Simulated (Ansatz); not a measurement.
Born–Oppenheimer molecular dynamics of H₄Si (5 atoms, charge 0, multiplicity 1). It starts at the highest image of a converged band, a first-order saddle point between two minima.

Method: RKS LDA/def2-TZVP (Ansatz 0.2.0).

```yaml
ensemble: NVE (velocity Verlet)
time_step: 0.5 fs
steps_asked: 200
starting_velocities_drawn_for: 100 K
seed: 10350
```

Frames 1 fs apart, positions in Å, forces in eV/Å.

Velocities at 20 fs (Å/ps):

```
Si 0.18 0.30 -2.38
H -8.20 0.63 15.80
H 2.65 -9.79 12.17
H -4.58 -8.07 14.78
H 5.19 8.98 23.46
```

```xyz
5
Properties=species:S:1:pos:R:3:forces:R:3 time_fs=20 energy_less_start_eV=-0.050 T=228
Si 0.256 0.001 -0.547 -0.06 -0.63 0.27
H 0.670 0.056 1.204 -0.25 -0.04 -0.13
H 1.379 -0.029 0.701 0.17 0.04 -0.10
H -0.537 1.107 0.098 -0.13 0.18 0.15
H -0.558 -1.163 0.104 0.27 0.45 -0.19
5
Properties=species:S:1:pos:R:3:forces:R:3 time_fs=21 energy_less_start_eV=-0.048 T=224
Si 0.256 0.001 -0.550 -0.06 -0.58 0.48
H 0.661 0.057 1.219 -0.06 -0.07 -0.33
H 1.382 -0.039 0.713 -0.03 0.09 -0.02
H -0.542 1.100 0.113 -0.08 0.16 0.11
H -0.551 -1.152 0.127 0.24 0.39 -0.24
5
Properties=species:S:1:pos:R:3:forces:R:3 time_fs=22 energy_less_start_eV=-0.043 T=212
Si 0.257 0.001 -0.552 -0.05 -0.47 0.66
H 0.651 0.056 1.231 0.10 -0.08 -0.49
H 1.385 -0.048 0.725 -0.21 0.14 0.04
H -0.548 1.094 0.130 -0.02 0.12 0.05
H -0.542 -1.138 0.147 0.18 0.30 -0.26
5
Properties=species:S:1:pos:R:3:forces:R:3 time_fs=23 energy_less_start_eV=-0.037 T=195
Si 0.257 0.001 -0.554 -0.03 -0.31 0.79
H 0.642 0.055 1.238 0.20 -0.09 -0.58
H 1.386 -0.055 0.737 -0.32 0.17 0.06
H -0.554 1.090 0.146 0.05 0.07 -0.02
H -0.532 -1.120 0.165 0.09 0.16 -0.25
5
Properties=species:S:1:pos:R:3:forces:R:3 time_fs=24 energy_less_start_eV=-0.030 T=178
Si 0.257 0.001 -0.555 -0.01 -0.12 0.86
H 0.635 0.053 1.240 0.24 -0.09 -0.59
H 1.384 -0.060 0.749 -0.34 0.20 0.04
H -0.559 1.086 0.163 0.12 0.01 -0.09
H -0.521 -1.101 0.180 -0.01 0.00 -0.22
5
Properties=species:S:1:pos:R:3:forces:R:3 time_fs=25 energy_less_start_eV=-0.024 T=162
Si 0.257 0.001 -0.557 0.01 0.08 0.86
H 0.630 0.051 1.236 0.20 -0.07 -0.52
H 1.379 -0.064 0.762 -0.26 0.20 -0.01
H -0.564 1.082 0.179 0.18 -0.03 -0.16
H -0.509 -1.082 0.194 -0.12 -0.17 -0.17
5
Properties=species:S:1:pos:R:3:forces:R:3 time_fs=26 energy_less_start_eV=-0.016 T=141
Si 0.257 0.000 -0.558 0.03 0.24 0.80
H 0.627 0.047 1.227 0.08 -0.03 -0.37
H 1.371 -0.066 0.775 -0.09 0.18 -0.11
H -0.567 1.078 0.193 0.22 -0.06 -0.21
H -0.499 -1.064 0.205 -0.23 -0.33 -0.11
5
Properties=species:S:1:pos:R:3:forces:R:3 time_fs=27 energy_less_start_eV=-0.005 T=113
Si 0.257 0.000 -0.559 0.04 0.36 0.73
H 0.625 0.043 1.214 -0.10 0.01 -0.17
H 1.362 -0.066 0.786 0.14 0.15 -0.23
H -0.567 1.073 0.205 0.24 -0.07 -0.25
H -0.491 -1.050 0.216 -0.32 -0.46 -0.07
5
Properties=species:S:1:pos:R:3:forces:R:3 time_fs=28 energy_less_start_eV=0.007 T=82
Si 0.257 0.000 -0.559 0.05 0.41 0.66
H 0.622 0.040 1.200 -0.30 0.05 0.02
H 1.355 -0.065 0.796 0.37 0.12 -0.35
H -0.566 1.068 0.215 0.24 -0.05 -0.27
H -0.487 -1.040 0.226 -0.36 -0.53 -0.06
5
Properties=species:S:1:pos:R:3:forces:R:3 time_fs=29 energy_less_start_eV=0.015 T=62
Si 0.258 0.000 -0.560 0.04 0.38 0.62
H 0.616 0.037 1.187 -0.41 0.07 0.16
H 1.351 -0.063 0.802 0.51 0.11 -0.43
H -0.562 1.062 0.223 0.21 -0.02 -0.27
H -0.485 -1.035 0.235 -0.36 -0.54 -0.08
5
Properties=species:S:1:pos:R:3:forces:R:3 time_fs=30 energy_less_start_eV=0.014 T=64
Si 0.258 0.000 -0.560 0.04 0.27 0.61
H 0.606 0.034 1.174 -0.37 0.07 0.21
H 1.352 -0.059 0.804 0.47 0.11 -0.44
H -0.556 1.056 0.228 0.17 0.04 -0.25
H -0.487 -1.035 0.244 -0.31 -0.48 -0.13
5
Properties=species:S:1:pos:R:3:forces:R:3 time_fs=31 energy_less_start_eV=0.007 T=83
Si 0.258 0.000 -0.560 0.03 0.11 0.64
H 0.593 0.032 1.164 -0.19 0.04 0.18
H 1.358 -0.054 0.801 0.27 0.12 -0.40
H -0.548 1.050 0.230 0.12 0.11 -0.22
H -0.492 -1.040 0.251 -0.23 -0.38 -0.20
```

Of the whole run (100 fs, mean temperature of the second half 150 K): The conserved energy stayed within 0.045 meV per atom of its start (net change 0.0092 meV per atom), so the integration is sound. The kinetic energy rose, since the run started high on the potential surface and went downhill. A run of 0.1 ps of so small a system gives no equilibrium averages. The orbitals stay closed-shell, which can raise the energy where a bond breaks towards radicals; this wasn't checked here.

Run time: 47 s on 1 thread of Intel(R) Xeon(R) 6975P-C (Granite Rapids), with other jobs on the host, peak memory 0.1 GiB.
